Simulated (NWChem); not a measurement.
Molecule: dichloromethane (CH2Cl2); SMILES ClCCl

Computed with NWChem. Each level has its own optimisation. Entropies are gas-phase, rigid-rotor, harmonic values for NWChem's default masses at 298.15 K and 1 bar, so the errors hold that model's part too (torsions, anharmonicity).

Measured entropy at 1 bar: 64.6 cal/(mol K) (CRC Handbook, as tabulated in the package chemicals).

```csv
level,entropy at 1 bar (cal/(mol K)),computed − measured
Hartree-Fock/STO-3G,64.1,-0.5
CAM-B3LYP/def2-SVP,64.4,-0.2
B3LYP/3-21G,65.2,+0.6
PBE-D3(BJ)/def2-SVP,64.7,+0.1
```
